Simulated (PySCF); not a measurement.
# BCl⁺: frontier orbitals

UHF at R = 1.600 Å; basis B def2-TZVPPD, Cl def2-TZVPPD; no relativity; PySCF 2.14. State: ²Σ⁺ (doublet), unpaired electrons σ ↑. Only the outer orbitals are listed, counted within each symmetry.

| spin | orbital | occ. | ε (eV) | on B (%) | main shells (%) |
| --- | --- | --- | --- | --- | --- |
| α | 5σ | 1 | -39.91 | 9 | 87 Cl s |
| α | 6σ | 1 | -26.59 | 34 | 52 Cl p, 32 B s, 13 Cl s |
| α | 2π | 1 | -21.87 | 15 | 84 Cl p, 13 B p |
| α | 2π | 1 | -21.87 | 15 | 84 Cl p, 13 B p |
| α | 7σ | 1 | -21.79 | 86 | 46 B p, 40 B s, 14 Cl p |
| α | 3π | 0 | -6.27 | 81 | 79 B p, 11 Cl p |
| α | 3π | 0 | -6.27 | 81 | 79 B p, 11 Cl p |
| β | 5σ | 1 | -39.71 | 8 | 89 Cl s |
| β | 6σ | 1 | -25.77 | 27 | 60 Cl p, 18 B s, 12 Cl s |
| β | 2π | 1 | -22.01 | 10 | 89 Cl p |
| β | 2π | 1 | -22.01 | 10 | 89 Cl p |
| β | 7σ | 0 | -7.40 | 96 | 71 B s, 24 B p |
| β | 3π | 0 | -4.74 | 82 | 81 B p, 12 Cl d |
| β | 3π | 0 | -4.74 | 82 | 81 B p, 12 Cl d |

**Question.** Which are the highest filled and the lowest empty level, where do they sit, and how wide is the gap?

**Answer.** Highest filled α 7σ at -21.79 eV (in %: 46 B p, 40 B s, 14 Cl p); lowest empty β 7σ at -7.40 eV (in %: 71 B s, 24 B p); the gap at UHF is 14.39 eV.

The bond order (Mayer) is 1.68 and the ⟨S²⟩ is 0.762. The charge on B (Mulliken, basis-dependent) is 0.86. The charge on B (Löwdin, basis-dependent) is 0.03. The dipole moment (positive dipole points towards Cl; it is taken about the centre of mass and depends on that origin) is -3.21 D and the polarisability along the bond is 23.6 bohr³. The polarisability across the bond is 17.3 bohr³.

The state is the lowest determinant that a PBE0 search found; another state may lie lower at other levels.
